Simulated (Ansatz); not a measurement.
**hcp Zn, bulk modulus B0**

Reference value: 69.7 GPa (measured, zero-point energy and finite temperature contributions removed, sources range from 64.7 to 69.7; as tabulated in doi:10.1021/acs.jctc.3c00612).

Question: Put these levels in order of the bulk modulus B0 that they give for hcp Zn, smallest first: LDA (Ansatz, a first-principles code), PBE (Ansatz), PBEsol (Ansatz).

Answer: PBE (62.5 GPa), PBEsol (81.8 GPa), LDA (92.4 GPa)

Unless a cell is named, each level is at its own relaxed cell (LDA 13.62, PBE 15.24, PBEsol 14.22 Å³/atom).

Errors against the reference: LDA +33 %, PBE -10.3 %, PBEsol +17.4 %.

Each level is taken at its own relaxed cell. Ansatz's density-functional and Hartree–Fock values are scalar-relativistic unless marked +SOC, with PAW data made under PBE.

Differences are worked out from the printed values.
